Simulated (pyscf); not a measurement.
Optimised with ωB97X-D3(BJ)/def2-SVP in PySCF.

Q: Estimate the classical barrier height and the reaction energy of H₂N–Nb(Cl)(Cl)(Cl)–Cl → HN=Nb(Cl)(Cl)–Cl + HCl at PBE0-D3(BJ)/def2-TZVP. The step runs on the singlet surface, breaks H–N, Cl–Nb and forms Cl–H; take the reactant's lowest minimum found as zero.

A: ΔE‡ = 32.3 kcal/mol, ΔE = +25.8 kcal/mol. ωB97M-D3(BJ)/def2-TZVP gives 33.3 kcal/mol and +21.4 kcal/mol. Zero-point energy shifts the barrier by -4.5 kcal/mol. It is an elimination, with an imaginary mode of 1274i cm⁻¹. This is the saddle that the search found; another between the same sides may lie lower. Elements past Kr carry the def2 core potentials, without spin-orbit coupling.
